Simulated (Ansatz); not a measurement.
Energy needed to pull apart C$_{4}$H$_{5}$F (SMILES FC1=CCC1), closed shell, into free ground-state atoms, from the structure below (displaced at random from its PBE0-D4/def2-TZVP minimum); no zero-point or spin–orbit terms; open-shell atoms are treated unrestricted, in their ground-state multiplicity.

```json
{"atom": "F1", "x (Å)": "0.2844", "y (Å)": "0.5160", "z (Å)": "2.3385"}
{"atom": "C2", "x (Å)": "0.1287", "y (Å)": "0.1641", "z (Å)": "1.0020"}
{"atom": "C3", "x (Å)": "-0.0275", "y (Å)": "-1.0410", "z (Å)": "0.4930"}
{"atom": "C4", "x (Å)": "-0.1362", "y (Å)": "-0.4645", "z (Å)": "-0.9230"}
{"atom": "C5", "x (Å)": "0.0285", "y (Å)": "0.9960", "z (Å)": "-0.1199"}
{"atom": "H6", "x (Å)": "-0.1096", "y (Å)": "-2.0710", "z (Å)": "0.7854"}
{"atom": "H7", "x (Å)": "0.6651", "y (Å)": "-0.6858", "z (Å)": "-1.5884"}
{"atom": "H8", "x (Å)": "-1.1022", "y (Å)": "-0.4812", "z (Å)": "-1.4622"}
{"atom": "H9", "x (Å)": "-0.7394", "y (Å)": "1.6768", "z (Å)": "-0.2586"}
{"atom": "H10", "x (Å)": "1.1014", "y (Å)": "1.5568", "z (Å)": "-0.4222"}
```

Ansatz 0.2.0; basis: def2-TZVPP; cores frozen in the correlated methods.

```csv
method,atomization energy (eV)
PBE-D4,44.85
r2SCAN-D4,?
PBE0-D4,43.80
wB97M-V,43.34
HF,31.15
MP2,43.10
CCSD,?
CCSD(T),42.07
```

**Question.** What does r2SCAN-D4 give? (An estimate is asked for; the value comes from the calculation.)

**Answer.** The calculation gives: 43.45 eV, which is about 1.38 eV more than CCSD(T)/def2-TZVPP.

**Question.** What does CCSD give? (An estimate is asked for; the value comes from the calculation.)

**Answer.** Computed: 41.29 eV, which is about 0.78 eV less than CCSD(T)/def2-TZVPP.

In triple zeta the MP2 and coupled-cluster atomization energies are still short of their basis limit by a few kcal/mol a bond, whereas those of the functionals are nearly converged, so these differences are not deviations from converged CCSD(T).

No T1 diagnostic of these runs exceeds 0.012.

For scale, one of the runs: CCSD(T)/def2-TZVPP forces, 225 basis functions (an equivalent command: `ansatz run in.yaml --threads 4`). Hardware: 4 CPU threads, shared host. Wall time 8.3 min; peak host memory 4.3 GiB.
